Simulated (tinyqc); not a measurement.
Worked calculation: extended Hueckel theory, for CH2. One step of it, computed by the program tinyqc.

Task: Orbitals. Solve H C = S C e through S^(-1/2); fill by pairs from the bottom, a degenerate level sharing its electrons equally; each orbital has its largest coefficient positive (the first on a tie).

H (eV), order 1C 2s, 1C 2px, 1C 2py, 1C 2pz, 2H 1s, 3H 1s:
$$\begin{pmatrix}
-21.400000 & 0.000000 & 0.000000 & 0.000000 & -14.059723 & -14.059723 \\
0.000000 & -11.400000 & 0.000000 & 0.000000 & 0.000000 & 0.000000 \\
0.000000 & 0.000000 & -11.400000 & 0.000000 & -8.475808 & 8.475808 \\
0.000000 & 0.000000 & 0.000000 & -11.400000 & -5.569817 & -5.569817 \\
-14.059723 & 0.000000 & -8.475808 & -5.569817 & -13.600000 & -2.612814 \\
-14.059723 & 0.000000 & 8.475808 & -5.569817 & -2.612814 & -13.600000
\end{pmatrix}$$

overlap S, order 1C 2s, 1C 2px, 1C 2py, 1C 2pz, 2H 1s, 3H 1s:
$$\begin{pmatrix}
1.000000 & 0.000000 & 0.000000 & 0.000000 & 0.446883 & 0.446883 \\
0.000000 & 1.000000 & 0.000000 & 0.000000 & 0.000000 & 0.000000 \\
0.000000 & 0.000000 & 1.000000 & 0.000000 & 0.385768 & -0.385768 \\
0.000000 & 0.000000 & 0.000000 & 1.000000 & 0.253505 & 0.253505 \\
0.446883 & 0.000000 & 0.385768 & 0.253505 & 1.000000 & 0.109782 \\
0.446883 & 0.000000 & -0.385768 & 0.253505 & 0.109782 & 1.000000
\end{pmatrix}$$

valence electrons = 6

Give: orbital energies; occupations; coefficients; sum of one-electron energies.

Result:

orbital energies (eV): [-23.7495, -15.5905, -12.2897, -11.4000, 1.9943, 11.0673]

occupations: [2.0000, 2.0000, 2.0000, 0.0000, 0.0000, 0.0000]

coefficients, order 1C 2s, 1C 2px, 1C 2py, 1C 2pz, 2H 1s, 3H 1s:
$$\begin{pmatrix}
0.7334 & 0.0000 & -0.3034 & 0.0000 & 0.0000 & 1.0279 \\
0.0000 & 0.0000 & 0.0000 & 1.0000 & 0.0000 & 0.0000 \\
0.0000 & 0.5268 & 0.0000 & 0.0000 & 1.1067 & 0.0000 \\
-0.0183 & 0.0000 & 0.8900 & 0.0000 & 0.0000 & 0.6546 \\
0.2500 & 0.4484 & 0.1613 & 0.0000 & -0.8017 & -0.8780 \\
0.2500 & -0.4484 & 0.1613 & 0.0000 & 0.8017 & -0.8780
\end{pmatrix}$$

sum of one-electron energies = -103.2595 eV
